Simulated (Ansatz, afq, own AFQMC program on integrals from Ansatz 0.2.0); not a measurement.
Integrals from Ansatz 0.2.0, then the random walk in our own AFQMC program (afq).

```yaml
crystal:
  periodic: [false, false, false]
  atoms:
    - {symbol: H, position_ang: [0.000000, 0.000000, -1.045667]}
    - {symbol: H, position_ang: [0.000000, 0.000000, -0.300667]}
    - {symbol: S, position_ang: [0.000000, 0.000000, 1.346333]}
basis:
  gaussian: {orbitals: cc-pVTZ}
magnetization: {spin_polarized: true, initial_magnetization: 2}
correlation: {method: ccsd_t, electrons: outside_noble_gas, hamiltonian_folder: ham}
```

```sh
$ ansatz run in.yaml --threads 1 --pin off --events-out ev --progress --plain --max-ram 24576MiB --backend cuda --devices 0, --max-vram 18GiB
```

afq runs on the folder ham with

```
--method phaseless --trial cisd --walkers 4000 --populations 20 --least-time 60 --time-step 0.005 --steps-per-block 50 --equilibration-blocks 28 --max-blocks 4000 --target-error 0.00017 --factor-cut 1e-05 --start spin_pure --seed 2925 --release-times 0.24,0.51,0.99,1.62,2.4 --release-step 0.03 --release-every 3 --taylor-order 6
```

Times are imaginary, in 1/Eh. The walk had a cap of 189 s. With eight or more populations the least sampling time is a fifth of least-time, and the error comes from their spread.

```
orbitals 57  electrons 5 3  factors 332 of 338
reference energy -398.60303998 Eh
CCSD correlation -0.18971703 Eh in 10 cycles, weight of the determinant in the CISD state 0.9118
energy of the start -398.792193 Eh
 block  time / (1/Eh)  mean weight  energy / Eh
     1     0.250  1.0003  -398.791466
     2     0.500  0.9997  -398.793260
     3     0.750  1.0000  -398.795052
     4     1.000  1.0001  -398.796242
     5     1.250  0.9998  -398.797271
     8     2.000  1.0002  -398.799494
    11     2.750  1.0002  -398.800005
    14     3.500  1.0000  -398.799292
    17     4.250  1.0005  -398.800230
    20     5.000  1.0000  -398.799594
    23     5.750  1.0001  -398.800123
    26     6.500  1.0001  -398.799851
    29     7.250  1.0002  -398.799501
    31     7.750  0.9999  -398.800262
    32     8.000  0.9998  -398.799808
    35     8.750  0.9998  -398.799641
    38     9.500  0.9996  -398.799262
    41    10.250  0.9998  -398.799640
    44    11.000  0.9998  -398.799317
    47    11.750  1.0003  -398.799982
    50    12.500  0.9999  -398.799632
    53    13.250  0.9999  -398.799570
    56    14.000  1.0002  -398.799464
    59    14.750  0.9998  -398.799661
    62    15.500  0.9996  -398.799266
    65    16.250  1.0001  -398.799426
    68    17.000  1.0001  -398.799815
    71    17.750  0.9999  -398.799744
    74    18.500  1.0002  -398.799412
    77    19.250  0.9998  -398.799073
    78    19.500  0.9998  -398.799032
error from the spread of 20 populations
released: time / (1/Eh)  energy / Eh  error  mean overlap
  0.24  -398.799574  0.000109  0.9992
  0.51  -398.799836  0.000074  0.9940
  0.99  -398.800009  0.000067  0.9903
  1.62  -398.800002  0.000059  0.9878
  2.40  -398.800046  0.000072  0.9839
energy -398.799517 +/- 0.000063 Eh
(rows thinned)
```

Q: Estimate how long the walk took on 1 × NVIDIA H100 80GB HBM3 with 2 threads of AMD EPYC 7R13 Processor (Zen 3), on a shared host (the card was shared).

A: 100 s of wall time.

The run passed its tests (sampling time, drift between the halves within three errors, error under three times the target), which doesn't prove that it has relaxed. The second half of the sampling lies above the first by 1.7 errors of their difference, so the energy may still be moving and its error bar be too small.

Against this walk (error 1.7 meV) on the same determinant: CCSD(T) 16.9 meV higher, CCSDT(Q) 13.0 meV lower. The error is statistical and leaves out the bias of the constraint. Released to 2.40 1/Eh the energy lies 14 ± 3 meV (both errors) below the phaseless value, which shows part or all of the bias of the constraint, and CCSDT(Q) lies 1.4 meV above the released value.

Cautions: constraint bias not in the error; lower spins were not checked.

CCSDT and higher add their correlation energy to the determinant of the CCSD(T) run, since their own runs factorise the integrals more tightly (a shift of under 2 meV). A walk keeps the symmetry of its determinant, which the program's search chose and which needn't be the lowest solution, so a lower state of the same spin and another symmetry isn't excluded.
